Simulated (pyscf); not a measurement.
O=InH (SMILES [O]=[InH]) + H₂ (SMILES [H][H]) → InH (SMILES [InH]) [singlet] + H₂O (SMILES O), a concerted two-bond exchange (singlet surface; In–O, H–H broken, H–O, H–O formed). Optimised with ωB97X-D3(BJ)/def2-SVP in PySCF. Energies in eV from the separated reactants.

AM1 to PM7: differences of heats of formation from MOPAC, which are fitted to 298 K values and so differ in kind from electronic energies by zero-point and thermal terms. 

Quick PM7 single points give ΔE‡ = 2.55 eV and ΔE = -1.15 eV. What does ωB97M-D3(BJ)/def2-TZVP give, and how far is the quick result from it?

ωB97M-D3(BJ)/def2-TZVP gives ΔE‡ = 2.00 eV and ΔE = -1.90 eV. PM7 lies 0.56 eV over it in the barrier and 0.75 eV over it in the reaction energy, so on this step it does not hold to within 0.13 eV. ωB97M-D3(BJ)/def2-TZVP has limits of its own. On the product side the descent ends in a bound adduct, 0.44 eV under the separated species and 4.33 eV under the saddle at ωB97X-D3(BJ)/def2-TZVP. At ωB97X-D3(BJ)/def2-TZVP the barrier from the zero used here is 2.17 eV. O=InH lies 2.73 eV over its isomer HO–In [singlet] (electronic energy, ωB97M-D3(BJ)/def2-TZVP). One saddle was located; it need not be the lowest between these sides. A restricted solution here is unstable towards spin polarisation, so biradical character is likely and single-reference numbers are less safe. In the def2 sets elements past Kr carry core potentials, without spin-orbit coupling.
